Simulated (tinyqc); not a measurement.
The basis set: RHF and MP2 along a ladder of basis sets, for N2, spin multiplicity 1. Computed by the program tinyqc with PySCF. Same geometry throughout; the dipole is taken about the origin.

Geometry (angstrom):
```
atom       x       y       z
N     0.0000  0.0000  0.0000
N     0.0000  0.0000  0.9810
```

RHF and frozen-core MP2 in a ladder of bases:
```
basis        functions  E(RHF) (hartree)  E(MP2 corr) (hartree)  HOMO (eV)  LUMO (eV)  dipole (debye)
sto-3g              10        -107.39013               -0.11676    -15.513      9.242           0.000
3-21g               18        -108.25766               -0.20146    -17.066      6.789           0.000
6-31g               18        -108.81753               -0.20229    -17.367      5.941           0.000
6-31g**             28        -108.90059               -0.27279    -17.354      6.445           0.000
cc-pvdz             28        -108.91379               -0.27413    -17.273      6.587           0.000
aug-cc-pvdz         46        -108.91985               -0.28467    -17.483      2.802           0.000
cc-pvtz             60        -108.95463               -0.34547    -17.480      6.047           0.000
```

What does the comparison show, and why?

From cc-pVDZ to cc-pVTZ the RHF energy falls by 40.8 mhartree and the correlation energy by 71.3. If valence correlation converges as X^-3, (27 E(T) - 8 E(D))/19 gives -0.3755 hartree, a rough estimate from such small X that usually falls short; STO-3G holds about 31 % of it. Beyond STO-3G the LUMO moves by 4.0 eV and the HOMO by 0.4 eV; diffuse functions lower the positive LUMO sharply, since an unbound virtual level tracks the most diffuse function.
